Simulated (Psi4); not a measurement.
**QCISD(T)/6-311G(d) (density fitting) run of [BH4]− (SMILES [BH4-])**

What is the energy difference between two shapes of [BH4]− at QCISD(T)/6-311G* (density fitting)? 

The results are computed with Psi4 1.11.

1 further run of the same task is left out (set aside as unsound or not needed).

### Step 1. The molecule

The species is [BH4]− (5 atoms), meant as a singlet with charge -1. As SMILES, `[BH4-]`. The shape is that of a GFN2-xTB optimisation.

Bond lengths: B1–H2 1.228 Å, B1–H3 1.229 Å, B1–H4 1.229 Å, B1–H5 1.229 Å. Angles: H2–B1–H3 109.5°, H2–B1–H4 109.5°, H2–B1–H5 109.5°, H3–B1–H4 109.5°, H3–B1–H5 109.4°, H4–B1–H5 109.5°.

### Step 2. The energy at QCISD(T)/6-311G(d) (density fitting)

Input file bh4.py:

```python
import psi4

psi4.set_memory('1600 MB')
psi4.set_num_threads(1)
psi4.set_output_file('output.dat', False)

molecule = psi4.geometry("""
-1 1
B
H 1 1.228162
H 1 1.228559 2 109.50082
H 1 1.229057 2 109.46362 3 -119.99098
H 1 1.229359 2 109.45086 4 -120.05649
""")

psi4.set_options({
    'basis': '6-311G*',
    'freeze_core': True,
})

E, wfn = psi4.energy('qcisd(t)', return_wfn=True)
print('E =', round(E, 9))
```

Launch:

```console
$ python bh4.py
```

output.dat:

```text
[...]
  Running in c1 symmetry.
[...]
  Nuclear repulsion =   10.195335048287998
[...]
  Multiplicity = 1
[...]
  Nalpha       = 5
  Nbeta        = 5
[...]
    Number of basis functions: 30
[...]
   @RHF iter   1:   -26.89687216537001   -5.87783e-01   1.07312e-02 DIIS/ADIIS
[...]
   @RHF iter   8:   -26.97836155061748   -3.24007e-12   4.41785e-09 DIIS
[...]
    Orbital Energies [Eh]
    ---------------------
    Doubly Occupied:
       1A     -7.283717     2A     -0.449556     3A     -0.188779
       4A     -0.188666     5A     -0.188484
[...]
  @RHF Final Energy:   -26.97836155061748
   => Energetics <=
    Nuclear Repulsion Energy =             10.1953350482879976
    One-Electron Energy =                 -57.7489890580766456
    Two-Electron Energy =                  20.5752924591711661
    Total Energy =                        -26.9783615506174783
[...]
 Multipole Moments:
 ------------------------------------------------------------------------------------
     Multipole            Electronic (a.u.)      Nuclear  (a.u.)        Total (a.u.)
 ------------------------------------------------------------------------------------
 L = 1.  Multiply by 2.5417464519 to convert [e a0] to [Debye]
 Dipole X            :         -0.0009918            0.0005357           -0.0004561
 Dipole Y            :          0.0005659            0.0000498            0.0006157
 Dipole Z            :          0.0017476           -0.0006469            0.0011008
 Magnitude           :                                                    0.0013412
[...]
      * MP2 total energy:                    -27.092580914792
[...]
      * MP3 total energy:                    -27.110979245489
[...]
      * QCISD total energy:                  -27.116865268748
[...]
```

The script printed:

```text
E = -27.119854004
```

Wall time 1.5 s (1 thread of INTEL XEON PLATINUM 8581C at 2.30GHz (Emerald Rapids), shared host); peak memory 0.19 GiB.

### Step 3. The distorted shape, same level

Input file calc.dat:

```
memory 1600 mb

molecule mol {
  -1 1
  B
  H 1 R2
  H 1 R3 2 A3
  H 1 R4 3 A4 2 D4
  H 1 R5 4 A5 3 D5

  R2 = 1.284148
  R3 = 1.238556
  A3 = 121.63008
  R4 = 1.135654
  A4 = 104.93627
  D4 = 133.83135
  R5 = 1.217764
  A5 = 101.58317
  D5 = -115.18284
  units angstrom
}

set {
  basis 6-311G*
  freeze_core true
}

E, wfn = energy("qcisd(t)", return_wfn=True)
```

Launch:

```console
$ psi4 -n 1 calc.dat calc.out
```

calc.out:

```text
[...]
  Running in c1 symmetry.
[...]
  Nuclear repulsion =   10.305616258976315
[...]
  Multiplicity = 1
[...]
  Nalpha       = 5
  Nbeta        = 5
[...]
    Number of basis functions: 30
[...]
   @RHF iter   1:   -26.88149100550822   -5.59052e-01   1.09941e-02 DIIS/ADIIS
[...]
   @RHF iter   9:   -26.96627413501603   -1.81899e-12   5.07702e-09 DIIS
[...]
    Orbital Energies [Eh]
    ---------------------
    Doubly Occupied:
       1A     -7.278952     2A     -0.455566     3A     -0.208755
       4A     -0.189014     5A     -0.164128
[...]
  @RHF Final Energy:   -26.96627413501603
   => Energetics <=
    Nuclear Repulsion Energy =             10.3056162589763147
    One-Electron Energy =                 -57.9509499898241529
    Two-Electron Energy =                  20.6790595958318058
    Total Energy =                        -26.9662741350160324
[...]
 Multipole Moments:
 ------------------------------------------------------------------------------------
     Multipole            Electronic (a.u.)      Nuclear  (a.u.)        Total (a.u.)
 ------------------------------------------------------------------------------------
 L = 1.  Multiply by 2.5417464519 to convert [e a0] to [Debye]
 Dipole X            :         -0.2756643            0.1656973           -0.1099669
 Dipole Y            :          0.1683834           -0.1741922           -0.0058088
 Dipole Z            :         -0.0031147           -0.0610502           -0.0641648
 Magnitude           :                                                    0.1274504
[...]
      * MP2 total energy:                    -27.081458979766
[...]
      * MP3 total energy:                    -27.099903016133
[...]
      * QCISD total energy:                  -27.105768283376
[...]
```

Run time: 1.6 s. Hardware: 1 thread of INTEL XEON PLATINUM 8581C at 2.30GHz (Emerald Rapids), shared host; peak memory 0.19 GiB.

### Step 4. What came out

Level: QCISD(T)/6-311G* (density fitting), 1 core orbital frozen.

```
                                                              quantity         value
                                             first shape: total energy  -27.11985 Eh
                      first shape: HOMO energy (Hartree–Fock orbitals)      -5.13 eV
                      first shape: LUMO energy (Hartree–Fock orbitals)      10.52 eV
    first shape: HOMO–LUMO gap (to an unbound level, set by the basis)      15.65 eV
               first shape: correlation energy (1 core orbital frozen)    -141.5 mEh
                                            first shape: T1 diagnostic         0.013
                                         distorted shape: total energy  -27.10878 Eh
                  distorted shape: HOMO energy (Hartree–Fock orbitals)      -4.47 eV
                  distorted shape: LUMO energy (Hartree–Fock orbitals)      10.52 eV
distorted shape: HOMO–LUMO gap (to an unbound level, set by the basis)      14.99 eV
           distorted shape: correlation energy (1 core orbital frozen)    -142.5 mEh
                                        distorted shape: T1 diagnostic         0.013
                                energy change with the atoms displaced      0.301 eV
```

In words: With the atoms displaced the energy rises by 0.30 eV (6.9 kcal/mol). The first shape isn't relaxed at this level, so the change isn't measured from a minimum.
